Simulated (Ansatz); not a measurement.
This geometry of CH2F + CH4O (10 atoms, charge 0, multiplicity 2) is a first-order saddle point.

Theory: UKS PBE-D4/def2-SVP in Ansatz 0.2.0.

```xyz
10
Properties=species:S:1:pos:R:3
H -0.653 -0.472 -0.198
O 0.206 -1.215 0.335
C 1.245 -0.409 0.771
C -1.310 0.456 -0.787
F -0.477 1.522 -0.925
H 1.014 0.207 1.678
H 2.093 -1.085 1.042
H 1.644 0.274 -0.022
H -1.595 0.029 -1.772
H -2.169 0.693 -0.124
```

Problem. Which two structures does it join? (They come from a converged band through this point; their orientation in space is the band's.)

Solution. Bonds broken: H1–O2. Bonds formed: H1–C4. CH2F + CH4O becomes CH3F + CH3O.

First end point:

```xyz
10
Properties=species:S:1:pos:R:3
H -0.466 -0.810 0.013
O 0.258 -1.339 0.431
C 1.295 -0.442 0.752
C -1.466 0.641 -0.886
F -0.604 1.653 -0.737
H 0.997 0.347 1.487
H 2.115 -1.029 1.216
H 1.726 0.083 -0.136
H -1.493 0.200 -1.898
H -2.362 0.695 -0.243
```

Last end point:

```xyz
10
Properties=species:S:1:pos:R:3
H -1.140 -0.442 -0.277
O 0.487 -1.455 0.676
C 1.399 -0.501 0.932
C -1.407 0.443 -0.900
F -0.337 1.333 -0.908
H 1.335 -0.046 1.960
H 2.461 -0.763 0.677
H 1.127 0.368 0.251
H -1.624 0.117 -1.939
H -2.300 0.946 -0.471
```

Problem. How far does it lie above each of them?

Solution. 4.1 kcal/mol above the first and 4.0 kcal/mol above the second. This is the barrier of this one path; another mechanism may lie lower.

The run took 110 s on 2 threads of Arm Neoverse V2 (shared host), peak memory 0.18 GiB.
